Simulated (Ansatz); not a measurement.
The input, for Ansatz 0.2.0:

```yaml
crystal:
  periodic: [false, false, false]
  atoms:
    - {symbol: C, position_ang: [0.000000, -0.019116, 0.477181]}
    - {symbol: Na, position_ang: [0.000000, -0.722734, -1.774624]}
    - {symbol: H, position_ang: [0.000000, 0.741849, 1.297443]}
basis:
  gaussian: {orbitals: 6-31G}
magnetization: {spin_polarized: false}
correlation: {method: ccsd_t, electrons: outside_noble_gas}
```

```sh
$ ansatz run in.yaml --threads 1 --pin off --events-out ev --progress --plain --max-ram 2393MiB
```

(1) Roughly how long does this take on 1 thread of Arm Neoverse N1, shared host, and how much host memory?

```
291 factors; integrals over basis functions are off by at most 2.7e-4 eV
mean field evaluation 1: about -5443.7766 eV, gradient 1.3e1 eV
mean field evaluation 2: about -5443.7835 eV, gradient 1.3e1 eV
mean field evaluation 4: about -5444.4475 eV, gradient 9.2e-1 eV
mean field evaluation 8: about -5444.4554 eV, gradient 2.9e-3 eV
mean field evaluation 16: about -5439.8089 eV, gradient 2.0e1 eV
mean field evaluation 32: about -5444.4539 eV, gradient 9.2e-2 eV
mean field evaluation 64: about -5444.2985 eV, gradient 1.0e-3 eV
mean field -5444.45537941 eV, -200.0800448088 hartree, gradient 3.2e-6 eV, S^2 0.000000; 6 other end points of the search recorded, 0 dependent functions left out; unrestricted orbitals would lower it
mean field evaluation 96: about -5445.2968 eV, gradient 2.3e0 eV
determinant -5444.45537941 eV, -200.0800448088 hartree, with singles and doubles -5446.96949374 eV, -200.1724368064 hartree
determinant -5444.29850543 eV, -200.0742797965 hartree, with singles and doubles -5446.77854810 eV, -200.1654196837 hartree
determinant -5444.45537941 eV, -200.0800448088 hartree, with singles and doubles -5447.00423182 eV, -200.1737134073 hartree
determinant -5444.29850543 eV, -200.0742797965 hartree, with singles and doubles -5446.82176044 eV, -200.1670077078 hartree
mean field evaluation 128: about -5444.3469 eV, gradient 3.9e0 eV
mean field evaluation 160: about -5445.6747 eV, gradient 1.6e-1 eV
mean field evaluation 192: about -5444.4552 eV, gradient 4.5e-2 eV
mean field evaluation 224: about -5444.3290 eV, gradient 2.0e0 eV
mean field evaluation 256: about -5445.6714 eV, gradient 3.2e-1 eV
mean field evaluation 288: about -5445.2284 eV, gradient 1.5e0 eV
unrestricted determinant -5445.67620592 eV, -200.1249093557 hartree, S^2 1.0005
6 core orbitals not correlated: weight in the atoms' cores, before any rotation towards them, 1.000 or more for the frozen orbitals, at most 0.000 for the correlated occupied ones
reference -5444.45537941 eV, -200.0800448088 hartree; 3, 3 occupied and 15, 15 virtual orbitals, 291 factors
second order -1.96343600 eV of doubles, -0.00000000 eV of singles
cycle   1  -2.54885303 eV  change   -6.2e-7 eV  update   5.5e-6
cycle   2  -2.54885469 eV  change   -1.7e-6 eV  update   4.0e-6
perturbative correction -0.11628567 eV, -0.0042734196 hartree
Total energy: -5447.12051977 eV, -200.1779869107 hartree
```

The T1 diagnostic is 0.066.

For the same geometry and basis full CI lies 81.4 meV lower. By full CI's occupations no single determinant describes the state well. RHF is unstable: UHF (⟨S²⟩ = 1.00) lies 1.22 eV below the lowest RHF solution. Higher spins weren't run at this geometry and may lie near or lower.

Results:

(1) 1.3 s wall and 0.07 GiB.
